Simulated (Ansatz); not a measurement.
# Energy profile

The step: SiH₃Cl ([SiH3][Cl]) + CH₃ → SiH₂Cl ([SiH2][Cl]) + CH₄; bonds formed: H1–C4; bonds broken: H1–Si2 (atoms numbered as in the saddle structure below).

H1  (0.047, 0.086, 0.146)
Si2  (0.734, 0.056, -1.291)
Cl3  (-0.371, -1.210, -2.483)
C4  (-0.746, 0.039, 1.568)
H5  (0.735, 1.401, -1.922)
H6  (2.121, -0.469, -1.221)
H7  (-0.068, -0.574, 2.150)
H8  (-0.782, 1.095, 1.808)
H9  (-1.670, -0.424, 1.244)
(Å)

Electronic energies by CCSD(T) at an estimated basis limit (MP2 extrapolated from triple and quadruple zeta, plus CCSD(T) − MP2 in triple zeta), on PBE0-D4/def2-TZVP structures; CH6ClSi, doublet; no counterpoise correction; spin–orbit coupling, which lowers free halogen atoms and radicals such as OH and SH, is left out. Computed with Ansatz 0.2.0 (basis: def2-TZVPP and def2-QZVPP); correlated methods freeze the cores; orbitals are unrestricted. Extrapolation: Hartree–Fock as exp(−7.88 √X), correlation as X^−2.97.

(1) Give the profile in kcal/mol, counted from the separated reactants. (An estimate is asked for; the value comes from the calculation.)

T1 diagnostic: at most 0.014. ⟨S²⟩ of the unrestricted Hartree–Fock references: 0.75 to 0.78 (a pure state has 0.75). The start structure is not quite a true minimum (one mode of 34i cm⁻¹). The end structure is not quite a true minimum (one mode of 38i cm⁻¹).

## Answers

(1) Computed:
| point | kcal/mol |
| --- | --- |
| separated: SiH3Cl (linked as [SiH3][Cl]; H1, Si2, Cl3, H5, H6; singlet) + CH3 (C4, H7, H8, H9; doublet) | 0.00 |
| start structure | -0.85 |
| saddle | 8.10 |
| end structure | -16.11 |
| separated: CH4 (H1, C4, H7, H8, H9; singlet) + SiH2Cl (linked as [SiH2][Cl]; Si2, Cl3, H5, H6; doublet) | -15.42 |

Radical steps of this kind take place in plasma deposition and etching.

For scale, one of the runs: CCSD(T)/def2-TZVPP, 199 basis functions, launched by `ansatz run in.yaml --threads 4 --pin off --events-out ev --progress --plain --max-ram 9574MiB`. The run took 2.9 min on 4 CPU threads of an Arm Neoverse N1 (shared host), with 5.7 GiB of host memory at its peak.
